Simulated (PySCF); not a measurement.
`[NH3+]` [radical] (charge +1 and doublet state). Computed geometry: GFN2-xTB, gas phase. This method treats the open shell by occupation alone, without spin polarisation.

```
atom  x, y, z in Å
N1     0.0025    0.0012   -0.0056
H2     1.0078   -0.2132   -0.0177
H3    -0.6856   -0.7625    0.0066
H4    -0.3144    0.9792   -0.0062
```

**Question.** Which two atoms are farthest apart?

**Answer.** H3···H4, H2···H4 and H2···H3, 1.781 Å down to 1.780 Å.

**Question.** What is the repulsion energy of the bare nuclei, Σ ZA·ZB/RAB?

**Answer.** 11.70 Eh over 6 pairs, with full nuclear charges and distances in bohr; the largest single term is 3.60 Eh (N1 with H2, or a pair equal to it).

**Question.** Work out the bond lengths N1–H2, N1–H3, N1–H4 in pm.

**Answer.** For N1–H2 the difference vector is (1.0053, -0.2144, -0.0121) Å, of length 1.0280 Å. N1–H2 102.8; N1–H3 102.8; N1–H4 102.8 pm.

**Question.** Where is the centre of mass (commonest isotopes), and what is the radius of gyration?

**Answer.** Mass 17.027 u; centre at (0.003, 0.001, -0.006) Å; Rg = √(Σ m r²/M) = 0.433 Å. As Ia + Ib + Ic = 2 Σ m r², the three principal moments sum to 6.4 u·Å².

**Question.** What are the angles H2–N1–H4, H2–N1–H3, H3–N1–H4?

**Answer.** From the scalar product of the two bond vectors; for H2–N1–H4 it is -0.5283 Å² over 1.0280 × 1.0281 Å², cos θ = -0.4999. H2–N1–H4 120.0°; H2–N1–H3 120.0°; H3–N1–H4 120.0°.

Whether it is a minimum is left open (no frequencies).
